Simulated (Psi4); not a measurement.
**BSiH4F (SMILES FB[SiH3]): levels of theory compared**

Wanted: a comparison of 4 runs (HF/def2-SVP, wB97X-D4/DZP, EDF2/6-311++G(2d,2p), CCSD(T)/def2-SVP) of BSiH4F. 

Program for the calculation: Psi4 1.11.

2 further runs of the same task are left out: 2 set aside as unsound or not needed.

### Step 1. Starting point

The species is BSiH4F (7 atoms), meant as a singlet with charge 0. As SMILES, `FB[SiH3]`. The shape is that of a PBE0-D4/def2-TZVP optimisation.

Bond lengths: F1–B2 1.321 Å, B2–Si3 2.035 Å, B2–H4 1.203 Å, Si3–H5 1.490 Å, Si3–H6 1.491 Å, Si3–H7 1.487 Å. Angles: F1–B2–Si3 121.0°, F1–B2–H4 116.1°, Si3–B2–H4 122.9°, B2–Si3–H5 109.0°, B2–Si3–H6 108.5°, B2–Si3–H7 113.6°, H5–Si3–H6 107.5°, H5–Si3–H7 109.1°, H6–Si3–H7 109.0°.

### Step 2. Energy and gradient at HF/def2-SVP (run 1)

bfh4si.py reads:

```python
import psi4

psi4.set_memory(1600000000)
psi4.set_num_threads(1)
psi4.core.set_output_file('output.dat', False)

geom = psi4.geometry("""
0 1
F     -1.379400    -1.601500     0.571800
B     -0.186700    -1.168700     0.204000
Si     0.146300     0.805600    -0.161100
H      0.673400    -2.004900     0.107300
H      0.733100     0.954500    -1.522300
H      1.152900     1.303800     0.818800
H     -1.078400     1.642900    -0.064200
symmetry c1
""")

psi4.set_options(dict(basis='def2-SVP', reference='rhf', puream=True, e_convergence=1e-09, d_convergence=1e-08, scf_type='pk'))

e_tot, wfn = psi4.gradient('hf', return_wfn=True)
psi4.oeprop(wfn, 'QUADRUPOLE', 'LOWDIN_CHARGES', 'DIPOLE')
print('gradient / Eh bohr^-1')
print(e_tot.np.round(6))
print(f'energy = {wfn.energy():.10f} Eh')
```

Run with:

```console
$ python bfh4si.py
```

output.dat:

```text
[...]
  Running in c1 symmetry.
[...]
  Nuclear repulsion =   88.522540681025205
[...]
  Multiplicity = 1
[...]
  Nalpha       = 16
  Nbeta        = 16
[...]
    Number of basis functions: 66
[...]
   @RHF iter   1:  -415.17091787805145   -8.82063e-01   3.96473e-03 DIIS/ADIIS
[...]
   @RHF iter  10:  -415.21813174043774   -3.80851e-12   7.07474e-09 DIIS
[...]
    Orbital Energies [Eh]
    ---------------------
    Doubly Occupied:
       1A    -68.745574     2A    -26.304799     3A     -7.677906
       4A     -6.120773     5A     -4.230865     6A     -4.230722
       7A     -4.230393     8A     -1.599198     9A     -0.798015
      10A     -0.734034    11A     -0.702558    12A     -0.681179
      13A     -0.587554    14A     -0.485882    15A     -0.484436
      16A     -0.419306
[...]
  @RHF Final Energy:  -415.21813174043774
   => Energetics <=
    Nuclear Repulsion Energy =             88.5225406810252053
    One-Electron Energy =                -751.4149530606109693
    Two-Electron Energy =                 247.6742806391479803
    Total Energy =                       -415.2181317404377410
[...]
  -Total Gradient:
     Atom            X                  Y                   Z
    ------   -----------------  -----------------  -----------------
       1       -0.003342499924    -0.001207086075     0.001023109116
       2        0.005302037644     0.006673834787    -0.002123069857
       3       -0.002807974622    -0.006296179186     0.001283227617
       4       -0.000149993420    -0.000459548614     0.000055222479
       5        0.000852267800    -0.000090341631    -0.000912142623
       6        0.001084706536     0.000110341828     0.000646623057
       7       -0.000938544015     0.001268978887     0.000027030209
[...]
```

Standard output:

```text
gradient / Eh bohr^-1
[[-3.342e-03 -1.207e-03  1.023e-03]
 [ 5.302e-03  6.674e-03 -2.123e-03]
 [-2.808e-03 -6.296e-03  1.283e-03]
 [-1.500e-04 -4.600e-04  5.500e-05]
 [ 8.520e-04 -9.000e-05 -9.120e-04]
 [ 1.085e-03  1.100e-04  6.470e-04]
 [-9.390e-04  1.269e-03  2.700e-05]]
energy = -415.2181317404 Eh
```

It took 2.3 s on 1 thread of Intel Xeon 6975P-C (Granite Rapids), shared host; peak memory 0.22 GiB.

### Step 3. The energy at wB97X-D4/DZP (Cartesian functions, ddPCM toluene) (run 2)

bfh4si.xyz reads:

```xyz
7
BFH4Si
F     -1.379400    -1.601500     0.571800
B     -0.186700    -1.168700     0.204000
Si     0.146300     0.805600    -0.161100
H      0.673400    -2.004900     0.107300
H      0.733100     0.954500    -1.522300
H      1.152900     1.303800     0.818800
H     -1.078400     1.642900    -0.064200
```

bfh4si.py reads:

```python
import psi4

psi4.set_memory('1600 MB')
psi4.set_num_threads(1)
psi4.set_output_file('output.dat', False)

with open('bfh4si.xyz') as f:
    atoms = ''.join(f.readlines()[2:])
molecule = psi4.geometry('0 1\n' + atoms + 'symmetry c1\nno_reorient\nno_com')

psi4.set_options({
    'basis': 'DZP',
    'scf_type': 'pk',
    'e_convergence': 1e-10,
    'ddx': True,
    'ddx_model': 'pcm',
    'ddx_solvent': 'toluene',
    'ddx_radii_set': 'uff',
})

e_tot = psi4.energy("wb97x-d4", molecule=molecule)
print(f'total energy {e_tot:.8f} hartree = {e_tot * 27.211386:.5f} eV')
```

Run with:

```console
$ python bfh4si.py
```

output.dat:

```text
[...]
  Running in c1 symmetry.
[...]
  Nuclear repulsion =   88.522540681025205
[...]
  Multiplicity = 1
[...]
  Nalpha       = 16
  Nbeta        = 16
[...]
    Number of basis functions: 76
[...]
   @RKS iter   1:  -416.55660421444600   -8.67131e-01   4.30839e-03 DIIS/ADIIS
[...]
   @RKS iter  10:  -416.60092449208435   -9.66338e-12   5.81811e-09 DIIS
[...]
  @RKS Final Energy:  -416.60092449208435
   => Energetics <=
    Nuclear Repulsion Energy =             88.5225406810252053
    One-Electron Energy =                -751.8706091297399325
    Two-Electron Energy =                 273.7479225768217930
    DFT Exchange-Correlation Energy =     -26.9915799307072213
    Empirical Dispersion Energy =          -0.0084071081574962
    VV10 Nonlocal Energy =                  0.0000000000000000
    DD Solvation Energy =                 -0.0007915813267385
    Total Energy =                       -416.6009244920843457
[...]
 Multipole Moments:
 ------------------------------------------------------------------------------------
     Multipole            Electronic (a.u.)      Nuclear  (a.u.)        Total (a.u.)
 ------------------------------------------------------------------------------------
 L = 1.  Multiply by 2.5417464519 to convert [e a0] to [Debye]
 Dipole X            :         18.8105896          -18.5550319            0.2555578
 Dipole Y            :         13.3673920          -13.3836073           -0.0162153
 Dipole Z            :         -6.2090906            6.1423658           -0.0667248
 Magnitude           :                                                    0.2646222
[...]
```

The script printed:

```text
total energy -416.60092449 hartree = -11336.28856 eV
```

It took 9 s on 1 thread of Intel Xeon 6975P-C (Granite Rapids), shared host; peak memory 0.59 GiB.

Run 3 isn't shown in full; the table further down has it.

### Step 4. The energy at CCSD(T)/def2-SVP (run 4)

calc.dat reads:

```
memory 1600 MB

molecule geom {
  0 1
  F     -1.379400    -1.601500     0.571800
  B     -0.186700    -1.168700     0.204000
  Si     0.146300     0.805600    -0.161100
  H      0.673400    -2.004900     0.107300
  H      0.733100     0.954500    -1.522300
  H      1.152900     1.303800     0.818800
  H     -1.078400     1.642900    -0.064200
  symmetry c1
}

set {
  puream          true
  e_convergence   1e-09
  d_convergence   1e-08
  scf_type        pk
  num_frozen_docc 7
}

energy("ccsd(t)/def2-SVP")
```

Run with:

```console
$ psi4 calc.dat calc.out -n 1
```

calc.out:

```text
[...]
  Running in c1 symmetry.
[...]
  Nuclear repulsion =   88.522540681025205
[...]
  Multiplicity = 1
[...]
  Nalpha       = 16
  Nbeta        = 16
[...]
    Number of basis functions: 66
[...]
   @RHF iter   1:  -415.17091787805145   -8.82063e-01   3.96473e-03 DIIS/ADIIS
[...]
   @RHF iter  10:  -415.21813174043774   -3.80851e-12   7.07474e-09 DIIS
[...]
  @RHF Final Energy:  -415.21813174043774
   => Energetics <=
    Nuclear Repulsion Energy =             88.5225406810252053
    One-Electron Energy =                -751.4149530606109693
    Two-Electron Energy =                 247.6742806391479803
    Total Energy =                       -415.2181317404377410
[...]
 Multipole Moments:
 ------------------------------------------------------------------------------------
     Multipole            Electronic (a.u.)      Nuclear  (a.u.)        Total (a.u.)
 ------------------------------------------------------------------------------------
 L = 1.  Multiply by 2.5417464519 to convert [e a0] to [Debye]
 Dipole X            :         -3.3011804            3.5563679            0.2551875
 Dipole Y            :         -4.9963119            4.9902124           -0.0060996
 Dipole Z            :          1.5254128           -1.5964849           -0.0710721
 Magnitude           :                                                    0.2649701
[...]
      * MP2 total energy                      = -415.588026918035609
[...]
      * CCSD total energy                     = -415.626922481047757
[...]
      * CCSD(T) total energy                  = -415.635349129386555
[...]
```

Run time: 5.4 s. Hardware: 1 thread of Intel Xeon 6975P-C (Granite Rapids), shared host; peak memory 0.32 GiB.

### Step 5. All runs side by side

| run | level | task | Cartesian functions | energy (Eh) | dipole moment (D) | HOMO energy (eV) | LUMO energy (eV) | wall time |
| --- | --- | --- | --- | --- | --- | --- | --- | --- |
| 1 | HF/def2-SVP | gradient | no | -415.218132 | 0.67 | -11.41 | 2.00 | 2.3 s |
| 2 | wB97X-D4/DZP (Cartesian functions, ddPCM toluene) | energy | yes | -416.600924 | 0.67 | -10.47 | 0.78 | 9 s |
| 3 | EDF2/6-311++G(2d,2p) (density fitting) | polarizability | no | -416.611411 | 0.60 | -7.84 | -2.11 | 18 s |
| 4 | CCSD(T)/def2-SVP | energy | no | -415.635349 | – | -11.41 | 2.00 | 5.4 s |

### Step 6. Summary of results

```
                                          quantity          value
                               run 4: total energy  -415.63535 Eh
        run 4: HOMO energy (Hartree–Fock orbitals)      -11.41 eV
        run 4: LUMO energy (Hartree–Fock orbitals)        2.00 eV
      run 4: HOMO–LUMO gap (Hartree–Fock orbitals)       13.41 eV
run 4: correlation energy (7 core orbitals frozen)     -417.2 mEh
                             run 4: (T) correction      -8.43 mEh
                              run 4: T1 diagnostic          0.015
```

In words: Over runs 1, 2, 3 the dipole moment (its size) runs from 0.60 D (EDF2/6-311++G(2d,2p)) to 0.67 D (HF/def2-SVP). The two ends differ in method and basis. Over runs 1, 2, 3 the HOMO–LUMO gap runs from 5.74 eV (EDF2/6-311++G(2d,2p)) to 13.41 eV (HF/def2-SVP). Totals of different functionals can't be ranked against each other. All runs together took 35 s, the longest 18 s.
